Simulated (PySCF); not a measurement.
Calculation: PBE-D3(BJ)/def2-TZVP // B3LYP-D3(BJ)/def2-TZVP in PySCF. Gas-phase values, no solvent. One relaxed conformer stands for a flexible species; it need not be the lowest. Delta-SCF ions had no search for a lower state. Excitations are Tamm–Dancoff values on a coarser integration grid. The basis has no diffuse functions, so Rydberg states are missing or too high.

Reference species (SMILES): `C=CC` (neutral, multiplicity 1).

| Quantity | Result |
|---|---|
| T1 excitation (TDA) | 4.54 eV |
| S1 oscillator strength | 0.000 |
| vertical ionisation energy (Delta-SCF) | 9.75 eV |

After one change: the T1 excitation (TDA) falls by 0.02 eV; the S1 oscillator strength goes up by 0.016; the vertical ionisation energy (Delta-SCF) drops by 0.50 eV.

Q: What was changed between the two runs? The new species is one of these.
(A) `C=CCF` (C–C–C–F torsion 0°)
(B) `C=CCCO`
(C) `C=CC[SeH]` (C–C–C–Se torsion -115°, C–C–Se–H torsion 57°)
(D) `C=CCCF` (C–C–C–C torsion 116°, C–C–C–F torsion 176°)

A: B, `C=CCCO`
